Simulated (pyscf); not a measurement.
Thermochemistry of product channels of H₃C–SnH₃ + hydroxyl (OH•) on the doublet surface, in eV, from ωB97M-D3(BJ)/def2-TZVP energies (ideal gas, 1 atm, RRHO with modes under 100 cm⁻¹ raised to 100, one conformer, R ln 2 for chiral ones without a mode under 150 cm⁻¹). Single points on ωB97X-D3(BJ)/def2-SVP structures (PySCF, gas phase).

```
products                        ΔE  ΔH(298 K)  ΔG(600 K)  ΔG(1200 K)
---------------------------  -----  ---------  ---------  ----------
H₃C–SnH₂–OH + H atom (H•)    -0.61      -0.65      -0.55       -0.52
methyl (CH₃•) + HO–SnH₃      -0.85      -0.90      -1.02       -1.14
H₃C–SnH•–OH + hydrogen (H₂)  -1.95      -1.91      -1.90       -1.94
methane (CH₄) + HO–SnH₂•     -2.38      -2.24      -2.31       -2.33
H₃C–SnH₂• + water (H₂O)      -1.86      -1.73      -1.85       -1.95
```

These are energies of the channels, which say nothing of barriers. Left out: orbital degeneracy and the spin-orbit lowering of OH. Elements past Kr carry the def2 core potentials, without spin-orbit coupling.
